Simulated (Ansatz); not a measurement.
# CH7BO (built from SMILES BC.O): search for a transition state

Wanted: the transition state of a four-centre ligand exchange (form B1–O6, C2–H5 and break B1–C2, H5–O6). The guess is relaxed with those distances held, a saddle search follows, and vibrations and two downhill relaxations check it.

The runs use Ansatz 0.2.0, Gaussian basis; PBE0-D4, def2-SVP first, then def2-TZVP.

31 further runs of the same task are left out: 31 set aside as unsound or not needed.

## Step 1: The starting structure

The guess: 10 atoms, charge 0, spin multiplicity 1.

Atoms are counted from 1 here; the program's logs count them from 0.

Bond lengths: B1–H3 1.169 Å, B1–H4 1.173 Å, B1–H5 1.414 Å, C2–H7 1.090 Å, C2–H8 1.089 Å, C2–H9 1.088 Å, O6–H10 0.957 Å. Angles: H3–B1–H4 120.3°, H3–B1–H5 118.8°, H4–B1–H5 120.6°, H7–C2–H8 110.4°, H7–C2–H9 106.2°, H8–C2–H9 107.0°.

Coordinates:

```xyz
10

B    -0.2685   -0.8493    0.1177
C     0.9206    0.4892   -0.3657
H    -0.4590   -1.5928   -0.7644
H    -0.0294   -1.2540    1.1924
H    -0.4543    0.5347   -0.1064
O    -1.6521    0.2171    0.2061
H     0.7611    1.0104   -1.3098
H     1.1923    1.1958    0.4165
H     1.7804   -0.1598   -0.5196
H    -1.7910    0.4088    1.1331
```

Distances that are to change: B1–O6 1.75 Å, C2–H5 1.40 Å, B1–C2 1.85 Å, H5–O6 1.28 Å.

## Step 2: Relaxing the guess with the reacting distances held

Input file hold/in.yaml:

```yaml
crystal:
  periodic: [false, false, false]
  atoms:
    - {symbol: B, position_ang: [-0.268500, -0.849300, 0.117700]}
    - {symbol: C, position_ang: [0.920600, 0.489200, -0.365700]}
    - {symbol: H, position_ang: [-0.459000, -1.592800, -0.764400]}
    - {symbol: H, position_ang: [-0.029400, -1.254000, 1.192400]}
    - {symbol: H, position_ang: [-0.454300, 0.534700, -0.106400]}
    - {symbol: O, position_ang: [-1.652100, 0.217100, 0.206100]}
    - {symbol: H, position_ang: [0.761100, 1.010400, -1.309800]}
    - {symbol: H, position_ang: [1.192300, 1.195800, 0.416500]}
    - {symbol: H, position_ang: [1.780400, -0.159800, -0.519600]}
    - {symbol: H, position_ang: [-1.791000, 0.408800, 1.133100]}
basis:
  gaussian: {orbitals: def2-SVP}
hamiltonian: {xc: pbe0, dispersion: d4}
relax: {f_tol: 0.08, max_steps: 120, escape_saddle: false, constraints: [{distance: [0, 5]}, {distance: [1, 4]}, {distance: [0, 1]}, {distance: [4, 5]}]}
```

The command line of these runs was not kept.

The runs that follow: Saddle search in the small basis; Saddle search in triple zeta; Checking the order of the point; Relaxing after a step of 0.30 Å one way along the mode; Relaxing after a step of 0.30 Å the other way along the mode.

Q: Predict the outcome of this session. Wanted: imaginary mode; barrier from the start side; barrier from the end side; energy of the step; pairs that change; zero-point energy at the saddle.

The runs gave:

```
                       quantity                                                      value
                 imaginary mode                                                 1346i cm⁻¹
    barrier from the start side                                               102.5 kJ/mol
      barrier from the end side                                               197.9 kJ/mol
             energy of the step                                               -95.4 kJ/mol
              pairs that change  B1–O6 tightened, C2–H5 formed, B1–C2 broken, H5–O6 broken
zero-point energy at the saddle                                                   2.177 eV
```

What this shows: The point has a single imaginary mode (1346i cm⁻¹), as a transition state must. Going downhill both ways gives the intended start and end. At PBE0-D4/def2-TZVP the electronic barrier is 102.5 kJ/mol, about 41 kT at 298 K, and the step runs 95.4 kJ/mol downhill. With so stiff a mode tunnelling counts: Wigner's rough correction is a factor of 2.8 at 298 K. These are plain relaxations, not an intrinsic reaction coordinate. The ends are the nearest minima, not always the lowest complexes.
